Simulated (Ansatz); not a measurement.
Base system: GaN in the zinc blende structure (space group F-43m, No. 216; a = 4.498 Å).

Calculations: DFT with r2SCAN, PAW potentials and a 500 eV plane-wave cutoff in Ansatz (an electronic-structure program), scalar-relativistic without spin-orbit coupling, earlier PAW set.

It is then changed as follows: As takes the place of N on all its sites; the structure is relaxed again.

Measured band gap: GaN 3.48 eV (static lattice; corrected from measurement; as listed in I. Vurgaftman, J. R. Meyer, L. R. Ram-Mohan, Journal of Applied Physics (2001)); GaAs 1.57 eV (static lattice; corrected from measurement; as listed in Wei Chen et al., Physical Review Materials (2018)).

Measured lattice parameter a: GaN 4.5 Å (room temperature; as listed in I. Vurgaftman, J. R. Meyer, L. R. Ram-Mohan, Journal of Applied Physics (2001)); GaAs 5.64 Å (static lattice; corrected from measurement; as listed in Daniel Mejia-Rodriguez, S. B. Trickey, Phys. Rev. B (2018)).

How well does r2SCAN reproduce the measured shift?

With r2SCAN the band gap moves by -1.20 eV (2.17 → 0.97) against -1.91 eV measured; the lattice parameter a moves by +1.167 Å (4.498 → 5.666) against +1.140 Å measured. The two measured values stand on different bases (one corrected, one not), which blurs small differences.

Gaps are read on the SCF mesh and a high-symmetry path. Whether these cells are dynamically stable was not tested. This is not the structure that GaN has at room temperature and ambient pressure.
